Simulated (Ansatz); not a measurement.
Ansatz (an electronic-structure program) input:

Ansatz 0.2 input:
```yaml
crystal:
  periodic: [false, false, false]
  atoms:
    - {symbol: C, position_ang: [-0.02836015, 1.41842046, -0.00724427]}
    - {symbol: C, position_ang: [1.19433491, 0.68644435, -0.00472030]}
    - {symbol: C, position_ang: [1.21136309, -0.73848915, 0.00256876]}
    - {symbol: C, position_ang: [0.02836015, -1.41842046, 0.00724427]}
    - {symbol: C, position_ang: [-1.19433491, -0.68644435, 0.00472030]}
    - {symbol: C, position_ang: [-1.21136309, 0.73848915, -0.00256876]}
    - {symbol: H, position_ang: [-0.00015783, 2.49931632, -0.01281479]}
    - {symbol: H, position_ang: [2.13358328, 1.22627764, -0.00843243]}
    - {symbol: H, position_ang: [2.15954719, -1.25820662, 0.00428037]}
    - {symbol: H, position_ang: [0.00015783, -2.49931632, 0.01281479]}
    - {symbol: H, position_ang: [-2.13358328, -1.22627764, 0.00843243]}
    - {symbol: H, position_ang: [-2.15954719, 1.25820662, -0.00428037]}
basis:
  gaussian:
    orbitals: def2-TZVP
hamiltonian:
  xc: b3lyp
  dispersion: d3bj
total_charge: 1
magnetization: {spin_polarized: true, initial_magnetization: 1}
phonons: {temperatures: {t_min: 298.15, t_max: 298.15, t_step: 100}}
```

Question: Which total energy does the run end on?

Answer: -232.02140 Eh (B3LYP-D3(BJ)/def2-TZVP). The basis has 222 functions.
